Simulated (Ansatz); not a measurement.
Coupled-cluster diagnostics for the cluster Li₃⁺ (the lowest singlet isomer of a short search), Ansatz.

Geometry of the singlet (r2SCAN/def2-TZVP):

```xyz
3

Li    1.4095   -0.9665    0.4258
Li   -1.6180   -0.6651    0.2038
Li    0.2085    1.6316   -0.6296
```

Correlated methods freeze no core orbitals; core or outer-core shells of Li are correlated, in sets that lack core-valence functions. The geometry of the quintet was relaxed on an unsound state (an occupied level 0.00 eV above an empty one). The structure comes from a short search, and lower isomers may exist.

Geometry of the charge 1 triplet (r2SCAN/def2-TZVP):

Cartesian coordinates in Å:
```
Li 0.604 -3.024 0.934
Li 0.000 0.000 0.000
Li -0.603 3.024 -0.933
```

Geometry of the charge 1 quintet (r2SCAN/def2-TZVP):

```xyz
3

Li   -0.374   -1.826    0.587
Li   -0.234    1.493    1.244
Li    0.608    0.333   -1.831
```

(1) Estimate the CCSD(T) correlation energy, the shares of MP2 and (T), T1 and the reference's ⟨S²⟩ for: charge 1, singlet, own geometry in def2-TZVPP; charge 1, triplet, own geometry in def2-TZVPP; charge 1, quintet, own geometry in def2-TZVPP; and the rough time on 4 threads of Arm Neoverse V2 on a shared host.

Answers

(1) 
```tsv
state	basis	correlation (eV)	MP2 share (%)	(T) share (%)	T1	⟨S²⟩ (pure)	wall time	remarks
charge 1, singlet, own geometry	def2-TZVPP	-3.649	82.9	0.3	0.004	0.00 (0.00)	0.2 s	restricted SCF unstable
charge 1, triplet, own geometry	def2-TZVPP	-2.905	86.9	0.1	0.004	2.00 (2.00)	0.35 s	–
charge 1, quintet, own geometry	def2-TZVPP	-2.266	81.9	0.3	0.025	6.00 (6.00)	0.35 s	lower spin may lie lower
```
Customary marks for T1 are 0.02 (closed shells), 0.045 (open shells) and about 0.05 (3d metals). T1 exceeds 0.02 in 1 of 3 rows and 0.045 in 0; the higher it lies, the less the single-reference result can be trusted.
